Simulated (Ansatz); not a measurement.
# How far each method lies from full CI for HAlSi, singlet

Geometry: a point of a stretch scan, not a stationary point.

```xyz
3

Si    0.0000    0.0000    2.2102
Al    0.0000    0.0000   -0.1436
H     0.0000    0.0000   -2.0666
```

Basis 6-31G; Ansatz 0.2.0. Correlated methods freeze the noble-gas cores, which leaves 8 electrons in 18 orbitals. Prefix R: restricted or restricted open-shell reference; prefix U: unrestricted. Active spaces: valence = (8e, 9o) chosen from the atoms' valence shells; pair = (2e, 2o) about the gap.

Full CI is exact within this basis and frozen core; it isn't the basis-set limit. The frozen core follows each run's orbitals, which can shift R against U totals by a few meV.

The determinant fills πx and πy unequally, so it is a mixture of Σ and Δ, which weighs on every level built on one determinant.

* UHF ⟨S²⟩: 1.000
* T1 diagnostic (RCCSD): 0.0319
* largest doubles amplitude (RCCSD): 0.163

| level | E − E(full CI) (mEh) | share of correlation (%) | wall time |
| --- | --- | --- | --- |
| RHF | 112.65 | 0.00 | – |
| UHF† | 86.13 | – | – |
| RMP2 | 36.93 | 67.21 | – |
| UMP2† | 19.08 | – | – |
| CISD | 16.13 | 85.68 | 0.42 s |
| RCCSD | 8.04 | 92.86 | – |
| UCCSD*† | -10.05 | – | – |
| RCCSD(T) | 4.43 | 96.06 | 0.54 s |
| UCCSD(T)*† | -15.70 | – | 3.2 s |
| BCCD(T) | 4.55 | 95.96 | 0.48 s |
| RCCSDT* | 1.97 | 98.25 | – |
| UCCSDT*† | -21.81 | – | – |
| CISDTQ | 2.11 | 98.13 | 1.8 s |
| RCCSDT(Q)* | 0.43 | 99.62 | 0.96 s |
| UCCSDT(Q)*† | -23.34 | – | 6 s |
| RCCSDTQ* | 0.10 | 99.91 | 6 s |
| CASSCF (valence space) | 23.49 | 79.14 | – |
| NEVPT2 (valence space) | 7.09 | 93.71 | 4.6 s |
| NEVPT4(SD) (valence space) | 1.03 | 99.08 | 6 s |
| MRCISD (valence space) | 0.59 | 99.47 | – |
| MRCISD+Q (valence space) | 0.07 | 99.94 | 6.5 s |

An asterisk marks runs whose energy the program itself flagged as in doubt. A dagger marks rows that describe another state than the reference (another or a broken symmetry, a higher spin or other natural occupations), so the difference isn't the method's error.

The correlation energy at full CI, counted from RHF, is -3.065 eV. That run took 18 s on 1 thread of Arm Neoverse V2, shared host over 2,341,648 determinants.

Run but not shown, since their state or frozen core can't be matched to the reference's or they repeat it: CASSCF (pair space), NEVPT2 (pair space).

Times hold each run's SCF and search for its determinant on a shared host, so for small cases they say little of a method's own cost; they ran on 1 thread of Arm Neoverse V2.

Unrestricted levels hold only the spin's projection, and here they fall towards a lower state of higher spin.

The full-CI state has the irrep A1 of C2v, in the program's axes (one component, if the state is degenerate).

Natural occupations of full CI about the gap: 1.965 1.936 1.904 0.971 0.944 0.097 0.064 0.063 0.023 0.008; effectively unpaired electrons, Σ n²(2−n)², 2.11. No single determinant describes this state well, so single-reference rows can miss without a flag.
